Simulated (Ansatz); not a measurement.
Property card for SiO₂

The calculation used Ansatz 0.2.0, DFT r2SCAN, scalar-relativistic, plane waves, PAW.

Cutoff 500 eV; k points 4×4×4 on the computed 15-atom cell (Γ-centred); Gaussian smearing, width 0.02 eV; no spin polarisation.

The structure is relaxed at this level of theory with its symmetry kept. This form isn't the usual stable structure of the compound.

It takes space group P-4m2 (No. 115, tetragonal). Conventional cell: a = 6.911 Å, b = 6.911 Å, c = 6.421 Å, α = 90.00°, β = 90.00°, γ = 90.00°. Si (site symmetry m) is surrounded by 4 O at 1.59 to 1.62 Å. Si (site symmetry -4m2) is surrounded by 4 O at 1.61 Å. Around O (site symmetry m) lie 2 Si at 1.61 Å. O (site symmetry 2) is surrounded by 2 Si at 1.62 Å. Around O (site symmetry 2mm) lie 2 Si at 1.59 Å.

| Property | Result |
| --- | --- |
| Volume per atom | 20.45 Å³ |
| Formation energy from the elements' standard states (uncorrected) | -2.985 eV/atom |
| Generalised Kohn–Sham band gap | 6.42 eV, indirect from M to Γ |
| Löwdin character of the top 1 eV of the valence band | O 2p 98 % |
| Electron masses at the edge by Cartesian direction of the standard setting (m_e; degenerate bands sorted by energy; no spin-orbit coupling) | x: 0.66; y: 0.66; z: 0.62 |
| Hole masses at the edge by Cartesian direction of the standard setting (m_e; degenerate bands sorted by energy; no spin-orbit coupling) | x: 13; y: 13; z: 1.2 |
| Bulk modulus | 90 GPa |
| Its pressure derivative | 1.8 |
| Electronic dielectric constant xx, yy, zz of the standard setting (independent particles) | 1.9, 1.9, 1.9 |

Cost: 12 runs of about 52 core-minutes in all, on Oxide Virtual Turin-like Processor (Zen 5) (shared hosts).